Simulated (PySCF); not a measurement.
# Dipole moment and polarisability of 1-chloro-2-butyne

Species: 1-chloro-2-butyne, C4H5Cl.
Cartesian coordinates in Å at the GFN2-xTB level; atoms count from 1:
```xyz
10
C4H5Cl angstrom
C     -2.063    0.187   -0.172
C     -0.629    0.019   -0.214
C      0.557   -0.154   -0.266
C      1.988   -0.300   -0.286
Cl     2.771    1.024    0.663
H     -2.549   -0.783   -0.077
H     -2.333    0.804    0.685
H     -2.410    0.672   -1.083
H      2.297   -1.239    0.176
H      2.380   -0.227   -1.302
```

Level: PBE0/def2-SVPD (PySCF), static field, nuclei fixed, core orbitals frozen in the response. The polarisability tensor in these axes (au):

```
x   90.61  2.57  4.11
y    2.57 51.63  3.71
z    4.11  3.71 49.15
```

Task: What are the eigenvalues, a third of the trace, and Δα (Δα² = ½Σ(αi − αj)² over the three pairs)?

Result: Principal values 46.40, 53.76 and 91.23 au; mean 63.80 au = 9.45 Å³ = 10.52 × 10⁻⁴⁰ C²·m²/J; Δα = 41.65 au (65 % of the mean).

Task: What is the dipole moment, and where does it point?

Result: (-1.77, -1.26, -0.95) D, 2.37 D in size, pointing from the negative to the positive side. Measured along this direction, the outermost atoms are Cl5 at the negative end and H6 at the positive end.

Task: In a dilute gas of rigid molecules at 350 K, how does the orientational term μ²/3kT compare with the electronic polarisability?

Result: In Gaussian units μ²/3kT = 38.66 Å³ against 9.45 Å³, a ratio of 4.09; the Debye molar polarisation (4π/3)N_A(α + μ²/3kT) is 121.4 cm³/mol, leaving out the vibrational part.

Task: Traceless (Buckingham) quadrupole moment about the centre of nuclear charge: eigenvalues?

Result: -4.04, -2.61, 6.66 D·Å. The values depend on the origin, since the dipole doesn't vanish. The electronic extent ⟨r²⟩ about the same centre is 794 bohr², a root-mean-square distance of 2.20 Å for the 46 electrons.

Task: What depolarisation ratio follows for Rayleigh scattering of linearly polarised light, taking the static tensor?

Result: ρ = 3Δα²/(45ᾱ² + 4Δα²) = 5203.6/(183158 + 6938.1) = 0.0274.

Geometry: GFN2-xTB; no solvent, vibrations or thermal averaging.
